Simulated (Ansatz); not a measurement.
**Al₂ (triplet): from Hartree-Fock to the top rungs, def2-QZVPP**

An exercise on one series of results from a longer session: the logs are not shown, and one member is left open.

The runs use Ansatz 0.2.0, Gaussian basis; def2-QZVPP, core rule «outside noble gas», up to 10 orbitals frozen.

To be run: UHF; ROHF; CCSD(T) on UHF.

2 further runs of the same task are left out: 2 set aside as unsound or not needed.

### What is computed

The geometry is a PBE0/def2-TZVP stationary point (not a proven minimum) of the parent state, kept for this charge and spin.

2 atoms, charge 0, spin multiplicity 3.

Atoms are counted from 1 here; the program's logs count them from 0.

No contacts short enough for the rule that draws bonds.

Set-up of the first run:

Input file in.yaml:

```yaml
crystal:
  periodic: [false, false, false]
  atoms:
    - {symbol: Al, position_ang: [0.000000, 0.000000, 0.000000]}
    - {symbol: Al, position_ang: [0.000000, 0.000000, 3.031047]}
basis:
  gaussian: {orbitals: "def2-QZVPP.json"}
magnetization: {spin_polarized: true, initial_magnetization: 2}
hamiltonian: {xc: hf}
output: {orbitals: {seedname: orbitals}}
```

Started as:

```sh
> ansatz run in.yaml --threads 1 --pin off --events-out ev --progress --plain --max-ram 2393MiB
```

Steps of the session up to this table: UHF; ROHF; CCSD(T) on UHF.

One of the session's tables, all rows but one given; the rest of the session is left out.

| method | from UCCSD(T) (kcal/mol) |
| --- | --- |
| ROHF | +83.65 |
| UHF | ? |
| UMP2 | +20.29 |
| UCCSD | +4.37 |
| UCCSD(T) | 0 |

Estimate the missing values for UHF.

As computed: from UCCSD(T) (kcal/mol): +80.26. In the column «from UCCSD(T) (kcal/mol)» it lies between UMP2 (+20.29) and ROHF (+83.65).
